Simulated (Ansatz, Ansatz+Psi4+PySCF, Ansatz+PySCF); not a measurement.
```
atom    x (Å)    y (Å)    z (Å)
   C  -0.0125  -0.5855   0.0000
   O  -0.0125   0.8006   0.0000
   H   1.0708  -0.8729   0.0000
   H  -0.4712  -1.0033   0.9033
   H  -0.4712  -1.0033  -0.9033
```

Basis set: cc-pVTZ (spherical functions). Left uncorrelated: 2 orbitals. Correlation on ROHF uses semicanonical orbitals with singles. Charge 0, multiplicity 2.

Computed with Ansatz (development build ahead of 0.2.0); each method stands on the lowest determinant of its kind that the runs found.

Q: Give the atomization energy at this shape (free ground-state atoms in the same class of orbitals less the molecule, no zero-point energy) of doublet CH₃O by ROHF-CCSD(T), ROHF-MP2.

A:

```
      method  atomization energy
ROHF-CCSD(T)            16.89 eV
    ROHF-MP2            16.91 eV
```
